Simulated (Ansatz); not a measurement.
# Strength of the C–C bond: C4H9FO → C3H7O + CH2F

Species: C4H9FO `COCCCF`, singlet; C3H7O `[CH2]COC`, doublet; CH2F `[CH2]F`, doublet. 

Shapes, held fixed at every level: PBE0-D4/def2-TZVP. Flexible molecules stand in one conformer, not always the lowest. Programs: Ansatz 0.2.0. The zero-point and thermal change to 298 K, harmonic and unscaled (PBE0-D4/def2-TZVP), is -26.5 kJ/mol.

```tsv
level	kind	ΔH(298 K) (kJ/mol)	less CCSD(T)/CBS estimate	CPU time (sum over the molecules)
HF/def2-SVP	Hartree–Fock	+274.6	-115.1	–
SPW92/def2-TZVPP	LDA	+439.8	+50.1	18 s
PBE-D4/def2-TZVPP	GGA	+372.5	-17.2	32 s
r2SCAN-D4/def2-TZVPP	meta-GGA	+348.9	-40.8	55 s
r2SCAN0-D4/def2-TZVPP	global hybrid	+349.2	-40.5	60 s
wB97M-V/def2-TZVPP	range-separated hybrid	+386.9	-2.8	2.1 min
CCSD(T)/def2-SVP	coupled cluster or CI	+385.9	-3.8	2 min
CCSD(T)/CBS estimate	coupled cluster or CI	+389.7	0.0	45 min
```

The highest level, CCSD(T)/CBS estimate, gives ΔH(298 K) = +389.7 kJ/mol; the levels span +274.6 to +439.8. The column of differences is taken from that level and isn't an error. Hartree–Fock misses the correlation of the pair that is broken and comes out low. No measured value is set beside it here. Open shells run unrestricted. The CBS estimate extrapolates MP2 from def2-TZVPP and def2-QZVPP and adds CCSD(T) − MP2 in the triple-zeta set, cores frozen. Times are processor times on shared x86 and Arm servers, and rough.
